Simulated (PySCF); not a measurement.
PySCF input (HF/cc-pV(D+d)Z):

```python
import numpy as np, basis_set_exchange as bse
from pyscf import gto, scf, dft, df
from pyscf.prop.polarizability import rhf as pol

basis = {'F': gto.basis.parse(bse.get_basis('cc-pV(D+d)Z', elements=['F'], fmt='nwchem')), 'Si': gto.basis.parse(bse.get_basis('cc-pV(D+d)Z', elements=['Si'], fmt='nwchem'))}
mol = gto.M(
    atom='''
    Si   -0.00000000    0.00000000   -0.00000000
    F     0.90266225    0.93537042    0.87570553
    F    -0.88062488   -0.89967856    0.93362490
    F    -0.92886782    0.87391074   -0.91107724
    F     0.90683044   -0.90960260   -0.89825319
    ''',
    basis=basis,
    charge=0,
    verbose=4,
    max_memory=8640,
)
mf = scf.RHF(mol)
mf = mf.density_fit(auxbasis=df.autoaux(mol))
mf.conv_tol = 1e-9
mf.max_cycle = 100
print('smallest overlap eigenvalue', np.linalg.eigvalsh(mol.intor('int1e_ovlp'))[0])
mf.kernel()
dip = mf.dip_moment()
p = pol.Polarizability(mf)
p.max_cycle_cphf = 60
alpha = p.polarizability()
print('polarisability/bohr^3', alpha.trace() / 3)
```

Output:

```
PySCF version 2.14.0

[INPUT] verbose = 4
[INPUT] num. atoms = 5
[INPUT] num. electrons = 50
[INPUT] charge = 0
[INPUT] spin (= nelec alpha-beta = 2S) = 0
[INPUT] symmetry False subgroup None
[INPUT] Mole.unit = angstrom
[INPUT] Symbol           X                Y                Z      unit          X                Y                Z       unit  Magmom
[INPUT]  1 Si     0.000000000000   0.000000000000   0.000000000000 AA    0.000000000000   0.000000000000   0.000000000000 Bohr   0.0
[INPUT]  2 F      0.902662250000   0.935370420000   0.875705530000 AA    1.705784435484   1.767593918819   1.654843617467 Bohr   0.0
[INPUT]  3 F     -0.880624880000  -0.899678560000   0.933624900000 AA   -1.664139841678  -1.700146078543   1.764295364074 Bohr   0.0
[INPUT]  4 F     -0.928867820000   0.873910740000  -0.911077240000 AA   -1.755305785722   1.651451955916  -1.721686461925 Bohr   0.0
[INPUT]  5 F      0.906830440000  -0.909602600000  -0.898253190000 AA    1.713661173019  -1.718899796192  -1.697452519617 Bohr   0.0

nuclear repulsion = 270.645420966485
number of shells = 15
number of NR pGTOs = 150
number of NR cGTOs = 79
basis = {'F': [[0, [14710.0, 0.000721, -0.000165, 0.0], [2207.0, 0.005553, -0.001308, 0.0], [502.8, 0.028267, -0.006495, 0.0], [142.6, 0.106444, -0.026691, 0.0], [46.47, 0.286814, -0.07369, 0.0], [16.7, 0.448641, -0.170776, 0.0], [6.356, 0.264761, -0.112327, 0.0], [1.316, 0.015333, 0.562814, 0.0], [0.3897, -0.002332, 0.568778, 1.0]], [1, [22.67, 0.044878, 0.0], [4.977, 0.235718, 0.0], [1.347, 0.508521, 0.0], [0.3471, 0.45812, 1.0]], [2, [1.64, 1.0]]], 'Si': [[0, [78860.0, 0.000270443, -7.23177e-05, 1.85113e-05, 0.0], [11820.0, 0.00209717, -0.000555116, 0.000142236, 0.0], [2692.0, 0.0108506, -0.00293805, 0.000752185, 0.0], [763.4, 0.0436754, -0.0117687, 0.00302279, 0.0], [249.6, 0.137653, -0.0402907, 0.0103677, 0.0], [90.28, 0.316644, -0.100609, 0.0262563, 0.0], [35.29, 0.418581, -0.196528, 0.0523989, 0.0], [14.51, 0.210212, -0.102382, 0.0290959, 0.0], [4.053, 0.0144952, 0.52719, -0.178003, 0.0], [1.482, -0.0020359, 0.593251, -0.346874, 0.0], [0.2517, 0.000624186, 0.0332652, 0.62302, 0.0], [0.09243, -0.000282872, -0.00973662, 0.537712, 1.0]], [1, [315.9, 0.00392656, -0.000858302, 0.0], [74.42, 0.0298811, -0.00630328, 0.0], [23.48, 0.127212, -0.0288255, 0.0], [8.488, 0.320943, -0.069456, 0.0], [3.217, 0.455429, -0.119493, 0.0], [1.229, 0.268563, -0.0199581, 0.0], [0.2964, 0.0188336, 0.510268, 0.0], [0.08768, -0.00262431, 0.600382, 1.0]], [2, [1.803, 1.0, 0.0], [0.275, 0.0, 1.0]]]}
ecp = {}
ETB for F: l = 0, exps = 0.6942 * 1.8^n , n = 0..13
ETB for F: l = 1, exps = 0.6942 * 1.8^n , n = 0..10
ETB for F: l = 2, exps = 0.6942 * 1.8^n , n = 0..9
ETB for F: l = 3, exps = 1.9870999999999999 * 2.2^n , n = 0..1
ETB for Si: l = 0, exps = 0.17536 * 1.8^n , n = 0..16
ETB for Si: l = 1, exps = 0.17536 * 1.8^n , n = 0..14
ETB for Si: l = 2, exps = 0.17536 * 1.8^n , n = 0..13
ETB for Si: l = 3, exps = 0.36268 * 2.2^n , n = 0..4
smallest overlap eigenvalue 0.01598725350522073

******** <class 'pyscf.df.df_jk.DFRHF'> ********
method = DFRHF
initial guess = minao
damping factor = 0
level_shift factor = 0
DIIS = <class 'pyscf.scf.diis.CDIIS'>
diis_start_cycle = 1
diis_space = 8
diis_damp = 0
SCF conv_tol = 1e-09
SCF conv_tol_grad = None
SCF max_cycles = 100
direct_scf = False
Set gradient conv threshold to 3.16228e-05
Initial guess from minao.
******** <class 'pyscf.df.df.DF'> ********
auxbasis = {'F': [[0, [np.float64(1445.530220974893), 1]], [0, [np.float64(803.0723449860517), 1]], [0, [np.float64(446.1513027700287), 1]], [0, [np.float64(247.86183487223818), 1]], [0, [np.float64(137.70101937346564), 1]], [0, [np.float64(76.50056631859202), 1]], [0, [np.float64(42.50031462144001), 1]], [0, [np.float64(23.611285900800002), 1]], [0, [np.float64(13.117381056000003), 1]], [0, [np.float64(7.287433920000001), 1]], [0, [np.float64(4.048574400000001), 1]], [0, [np.float64(2.2492080000000003), 1]], [0, [np.float64(1.24956), 1]], [0, [np.float64(0.6942), 1]], [1, [np.float64(247.86183487223818), 1]], [1, [np.float64(137.70101937346564), 1]], [1, [np.float64(76.50056631859202), 1]], [1, [np.float64(42.50031462144001), 1]], [1, [np.float64(23.611285900800002), 1]], [1, [np.float64(13.117381056000003), 1]], [1, [np.float64(7.287433920000001), 1]], [1, [np.float64(4.048574400000001), 1]], [1, [np.float64(2.2492080000000003), 1]], [1, [np.float64(1.24956), 1]], [1, [np.float64(0.6942), 1]], [2, [np.float64(137.70101937346564), 1]], [2, [np.float64(76.50056631859202), 1]], [2, [np.float64(42.50031462144001), 1]], [2, [np.float64(23.611285900800002), 1]], [2, [np.float64(13.117381056000003), 1]], [2, [np.float64(7.287433920000001), 1]], [2, [np.float64(4.048574400000001), 1]], [2, [np.float64(2.2492080000000003), 1]], [2, [np.float64(1.24956), 1]], [2, [np.float64(0.6942), 1]], [3, [np.float64(4.37162), 1]], [3, [np.float64(1.9870999999999999), 1]]], 'Si': [[0, [np.float64(2129.5636173098774), 1]], [0, [np.float64(1183.0908985054875), 1]], [0, [np.float64(657.2727213919375), 1]], [0, [np.float64(365.1515118844097), 1]], [0, [np.float64(202.8619510468943), 1]], [0, [np.float64(112.70108391494125), 1]], [0, [np.float64(62.611713286078476), 1]], [0, [np.float64(34.784285158932484), 1]], [0, [np.float64(19.324602866073604), 1]], [0, [np.float64(10.735890481152001), 1]], [0, [np.float64(5.964383600640001), 1]], [0, [np.float64(3.3135464448), 1]], [0, [np.float64(1.840859136), 1]], [0, [np.float64(1.02269952), 1]], [0, [np.float64(0.5681664), 1]], [0, [np.float64(0.315648), 1]], [0, [np.float64(0.17536), 1]], [1, [np.float64(657.2727213919375), 1]], [1, [np.float64(365.1515118844097), 1]], [1, [np.float64(202.8619510468943), 1]], [1, [np.float64(112.70108391494125), 1]], [1, [np.float64(62.611713286078476), 1]], [1, [np.float64(34.784285158932484), 1]], [1, [np.float64(19.324602866073604), 1]], [1, [np.float64(10.735890481152001), 1]], [1, [np.float64(5.964383600640001), 1]], [1, [np.float64(3.3135464448), 1]], [1, [np.float64(1.840859136), 1]], [1, [np.float64(1.02269952), 1]], [1, [np.float64(0.5681664), 1]], [1, [np.float64(0.315648), 1]], [1, [np.float64(0.17536), 1]], [2, [np.float64(365.1515118844097), 1]], [2, [np.float64(202.8619510468943), 1]], [2, [np.float64(112.70108391494125), 1]], [2, [np.float64(62.611713286078476), 1]], [2, [np.float64(34.784285158932484), 1]], [2, [np.float64(19.324602866073604), 1]], [2, [np.float64(10.735890481152001), 1]], [2, [np.float64(5.964383600640001), 1]], [2, [np.float64(3.3135464448), 1]], [2, [np.float64(1.840859136), 1]], [2, [np.float64(1.02269952), 1]], [2, [np.float64(0.5681664), 1]], [2, [np.float64(0.315648), 1]], [2, [np.float64(0.17536), 1]], [3, [np.float64(8.495996608000002), 1]], [3, [np.float64(3.861816640000001), 1]], [3, [np.float64(1.7553712000000004), 1]], [3, [np.float64(0.797896), 1]], [3, [np.float64(0.36268), 1]]]}
init E= -687.298375670573
  HOMO = -0.670022537770557  LUMO = 0.0448905033089471  gap/eV = 19.45377
cycle= 1 E= -686.8487816522  delta_E= 0.45  |g|= 0.795  |ddm|= 3.59
  HOMO = -0.636983037885183  LUMO = 0.154610623258014  gap/eV = 21.54036
cycle= 2 E= -686.933749229925  delta_E= -0.085  |g|= 0.424  |ddm|= 2.02
  HOMO = -0.689207202120356  LUMO = 0.164496018094394  gap/eV = 23.23045
cycle= 3 E= -686.961374004952  delta_E= -0.0276  |g|= 0.041  |ddm|= 0.56
  HOMO = -0.67865558685688  LUMO = 0.173919731360998  gap/eV = 23.19976
cycle= 4 E= -686.961700814468  delta_E= -0.000327  |g|= 0.00596  |ddm|= 0.0604
  HOMO = -0.679333530316539  LUMO = 0.173568277655423  gap/eV = 23.20864
cycle= 5 E= -686.961713066057  delta_E= -1.23e-05  |g|= 0.000608  |ddm|= 0.0177
  HOMO = -0.679400526489205  LUMO = 0.173481072810008  gap/eV = 23.20809
cycle= 6 E= -686.961713197102  delta_E= -1.31e-07  |g|= 9.99e-05  |ddm|= 0.00196
  HOMO = -0.679406961280592  LUMO = 0.173489162355538  gap/eV = 23.20849
cycle= 7 E= -686.961713201647  delta_E= -4.54e-09  |g|= 1.74e-05  |ddm|= 0.000481
  HOMO = -0.67940692222529  LUMO = 0.173490424741768  gap/eV = 23.20852
cycle= 8 E= -686.961713201806  delta_E= -1.58e-10  |g|= 3.03e-06  |ddm|= 4.99e-05
  HOMO = -0.679406977634829  LUMO = 0.173490531571526  gap/eV = 23.20852
Extra cycle  E= -686.961713201803  delta_E= 2.73e-12  |g|= 1.18e-06  |ddm|= 5.52e-06
converged SCF energy = -686.961713201803
Dipole moment(X, Y, Z, Debye):  0.00000, -0.00000, -0.00000
Isotropic polarizability 13.9236576855
Polarizability anisotropy 6.11741276274e-08
polarisability/bohr^3 13.923657685478995
```
